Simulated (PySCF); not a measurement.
Gas-phase reaction: 4 HPO3 + 2 PH2 ⇌ 6 HPO2 + H2

Method: PySCF energies (xtb for GFN2) plus ideal-gas RRHO corrections (1 bar). † marks an energy on the PBE0/def2-TZVP geometry and frequencies; other levels use their own. 6-31G* has spherical d functions here. Open shells (unrestricted): PH2 (multiplicity 2); the rest are closed-shell singlets. GFN2 has no spin-polarisation term. B3LYP is the form with VWN-RPA correlation. HPO3, PH2, HPO2: computed as isolated molecules; such fragments, hydroxides, amides, oligomers or adducts are transient or little studied in the gas. The harmonic model lacks anharmonicity and excited electronic states, which grow with temperature; levels with a mode under 35 cm⁻¹ are left out. Internal rotation in HPO3, HPO2 is treated as a harmonic vibration of one conformer, which makes the entropy rough.

```json
[
 {"level": "B3LYP/def2-TZVP†", "ΔE electronic, kJ": "-227", "ΔH°(298 K), kJ": "-231", "ΔS°(298 K), J/K": "157", "ΔG°(600 K), kJ": "-326"},
 {"level": "BLYP/def2-TZVP†", "ΔE electronic, kJ": "-276", "ΔH°(298 K), kJ": "-279", "ΔS°(298 K), J/K": "157", "ΔG°(600 K), kJ": "-375"},
 {"level": "GFN2-xTB", "ΔE electronic, kJ": "-449", "ΔH°(298 K), kJ": "-451", "ΔS°(298 K), J/K": "149", "ΔG°(600 K), kJ": "-541"},
 {"level": "HF/6-31G*", "ΔE electronic, kJ": "-105", "ΔH°(298 K), kJ": "-109", "ΔS°(298 K), J/K": "159", "ΔG°(600 K), kJ": "-206"},
 {"level": "PBE/def2-SVP", "ΔE electronic, kJ": "-259", "ΔH°(298 K), kJ": "-261", "ΔS°(298 K), J/K": "154", "ΔG°(600 K), kJ": "-355"},
 {"level": "PBE/def2-TZVP†", "ΔE electronic, kJ": "-205", "ΔH°(298 K), kJ": "-209", "ΔS°(298 K), J/K": "157", "ΔG°(600 K), kJ": "-305"},
 {"level": "PBE0/def2-QZVP†", "ΔE electronic, kJ": "-163", "ΔH°(298 K), kJ": "-167", "ΔS°(298 K), J/K": "157", "ΔG°(600 K), kJ": "-262"}
]
```
ΔH° is lowest at GFN2-xTB and highest at HF/6-31G*. No reference value is set beside these.
